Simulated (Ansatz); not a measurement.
# C2H6 (singlet): the correlation ladder, 6-31G

Aim: climb from Hartree-Fock through coupled cluster and multireference methods for C2H6 (singlet) at one geometry and basis, and see what each rung misses.

The runs use Ansatz 0.2.0, Gaussian basis; 6-31G, core rule «outside noble gas», up to 2 orbitals frozen.

Plan: UHF; CCSD(T) on RHF; BCCD(T) on RHF; CISD; CCSDT(Q) on RHF; CISDTQ; CCSDTQ on RHF; CASSCF and MRCISD+Q, 8 electrons in 8 orbitals; CASSCF and NEVPT2, 8 electrons in 8 orbitals.

17 further runs of the same task are left out: 17 set aside as unsound or not needed.

### Step 1. What is computed

The geometry is an MP2(full)/6-31G* stationary point (not a proven minimum).

8 atoms, charge 0, spin multiplicity 1.

Atoms are counted from 1 here; the program's logs count them from 0.

Bond lengths: C1–C2 1.524 Å, C1–H3 1.093 Å, C1–H4 1.093 Å, C1–H5 1.093 Å, C2–H6 1.093 Å, C2–H7 1.093 Å, C2–H8 1.093 Å. Angles: C2–C1–H3 111.2°, C2–C1–H4 111.2°, C2–C1–H5 111.2°, H3–C1–H4 107.7°, H3–C1–H5 107.7°, H4–C1–H5 107.7°, C1–C2–H6 111.2°, C1–C2–H7 111.2°, C1–C2–H8 111.2°, H6–C2–H7 107.7°, H6–C2–H8 107.7°, H7–C2–H8 107.7°.

### Step 2. UHF

in.yaml

```yaml
crystal:
  periodic: [false, false, false]
  atoms:
    - {symbol: C, position_ang: [0.000000, 0.000000, 0.762209]}
    - {symbol: C, position_ang: [0.000000, 0.000000, -0.762209]}
    - {symbol: H, position_ang: [0.000000, 1.018957, 1.157229]}
    - {symbol: H, position_ang: [-0.882443, -0.509479, 1.157229]}
    - {symbol: H, position_ang: [0.882443, -0.509479, 1.157229]}
    - {symbol: H, position_ang: [0.000000, -1.018957, -1.157229]}
    - {symbol: H, position_ang: [-0.882443, 0.509479, -1.157229]}
    - {symbol: H, position_ang: [0.882443, 0.509479, -1.157229]}
basis:
  gaussian: {orbitals: 6-31G}
magnetization: {spin_polarized: true, initial_magnetization: 0}
hamiltonian: {xc: hf}
output: {orbitals: {seedname: orbitals}}
```

Command:

```sh
$ ansatz run in.yaml --threads 1 --pin off --events-out ev --progress --plain --max-ram 3328MiB --backend cpu
```

The runs that follow: CCSD(T) on RHF; BCCD(T) on RHF; CISD; CCSDT(Q) on RHF; CISDTQ; CCSDTQ on RHF; CASSCF and MRCISD+Q, 8 electrons in 8 orbitals; CASSCF and NEVPT2, 8 electrons in 8 orbitals.

Q: Predict the results of all the runs planned. Wanted: RCCSDTQ below the RHF energy; RMP2 from RCCSDTQ; RCCSD from RCCSDTQ; RCCSD(T) from RCCSDTQ; RCCSDT(Q) from RCCSDTQ; NEVPT2 frontier from RCCSDTQ; MRCISD+Q frontier from RCCSDTQ; T1 diagnostic.

The runs gave:

| quantity | value |
| --- | --- |
| RCCSDTQ below the RHF energy | -6.0869 eV |
| RMP2 from RCCSDTQ | +972.1 meV |
| RCCSD from RCCSDTQ | +122.3 meV |
| RCCSD(T) from RCCSDTQ | +16.1 meV |
| RCCSDT(Q) from RCCSDTQ | -0.4 meV |
| NEVPT2 frontier from RCCSDTQ | +670.2 meV |
| MRCISD+Q frontier from RCCSDTQ | +30.1 meV |
| levels within 1 kcal/mol (43 meV) | RCCSD(T), BCCD(T), RCCSDT, CISDTQ, RCCSDT(Q), MRCISD+Q frontier |
| T1 diagnostic | 0.004 |

**Reading.** RCCSD(T) lands +16.1 meV from the yardstick (0.3 % of the correlation energy). Of the multireference levels listed MRCISD+Q frontier comes nearest in total energy (+30.1 meV), which doesn't show that its space is the better one. These misses are within one basis, not against nature.
